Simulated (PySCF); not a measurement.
## Relative stability

The two ends of one reaction step of BH₄OF, closed shell (PBE0-D4/def2-TZVP).

A:

B1  (0.186, -0.217, -0.638)
F2  (-0.890, -1.068, -0.770)
H3  (1.252, -0.760, -0.485)
H4  (0.132, 0.784, -1.310)
H5  (-0.100, -0.295, 1.554)
O6  (-0.062, 0.439, 0.928)
H7  (-0.930, 0.863, 0.939)
(Å)

B:

```
atom    x (Å)    y (Å)    z (Å)
  B1   0.4738   0.6219  -0.7993
  F2  -0.5059  -2.1194   1.4118
  H3   1.2145  -0.2097  -1.2242
  H4   0.4098   1.7393  -1.2240
  H5  -0.4255  -1.2919   0.9820
  O6  -0.3315   0.2470   0.2268
  H7  -0.9193   0.9352   0.5510
```

Program: PySCF 2.14 with density fitting (its default auxiliary sets; JK sets also for MP2 and CCSD(T)). Basis: def2-TZVPP. Cores are frozen in the correlated methods. B3LYP uses VWN-RPA correlation.

Which structure is lower at CCSD(T), and by how much? (To be estimated.)

Computed: A, by 12.2 kJ/mol (electronic energy, against the other). By their contacts, A is BH₄OF ([OH2][BH2][F]) and B is a complex of BH₃O ([BH2][OH]) + HF.

Do the other methods give the same order? (Judge from chemistry; the calculation decides.)

Computed: Not all: HF gives the other order.

```tsv
method	E(B) − E(A) (kJ/mol)
SPW92	32.2
PBE-D4	14.3
r2SCAN-D4	20.0
PBE0-D4	15.4
B3LYP-D4	6.8
BHLYP-D4	9.1
wB97M-V	16.0
HF	-1.7
MP2	11.7
CCSD	10.7
CCSD(T)	12.2
```

No T1 diagnostic of these runs exceeds 0.012.

Labels in which every atom is bracketed show which atoms are joined, not bond orders.

For scale, one of the runs: CCSD(T)/def2-TZVPP, 149 basis functions, launched by `OMP_NUM_THREADS=4 python run.py`. The run took 2.4 min on 4 CPU threads of an Intel Xeon (shared host), with 1.1 GiB of host memory at its peak.
